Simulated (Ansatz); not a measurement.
A made-up structure of CH5S2 (charge +1), closed shell:

C1  (-0.593, 0.560, -0.236)
S2  (1.010, 0.462, 0.260)
S3  (0.684, -0.932, 1.411)
H4  (-1.109, -0.343, -0.752)
H5  (-0.361, 1.258, -0.923)
H6  (-1.188, 0.894, 0.715)
H7  (1.569, -0.068, -0.975)
H8  (-0.013, -1.832, 0.501)
(Å)

It is relaxed with PBE-D4/def2-SVP and then PBE0-D4/def2-TZVP (Ansatz 0.2.0). Atoms count as bonded within 1.22 times the sum of their covalent radii (H–H: 0.88 Å). The end point is not checked to be a true minimum.

Question: Does its bonding change? (A judgement: the text doesn't fix the answer.)

Answer: By the calculation: No: no bond forms or breaks.

Where it ends: The first stage lowers the energy by 2.27 eV in 8 steps. It ends as CH₅S₂ ([CH3][SH][SH]), total charge +1:
C1  (-0.675, 0.709, -0.329)
S2  (0.978, 0.365, 0.276)
S3  (0.884, -1.242, 1.526)
H4  (-1.119, -0.175, -0.781)
H5  (-0.568, 1.518, -1.057)
H6  (-1.250, 1.053, 0.530)
H7  (1.522, -0.166, -0.843)
H8  (0.227, -2.062, 0.678)
(Å)

Labels in which every atom is bracketed show which atoms are joined, not bond orders.

For scale, one of the runs: PBE0-D4/def2-TZVP relaxation, 135 basis functions, launched by `ansatz run in.yaml --threads 2 --pin off --events-out ev --progress --plain --max-ram 4352MiB`. Hardware: 2 CPU threads of an Arm Neoverse V1, shared host. Wall time about 23 s.
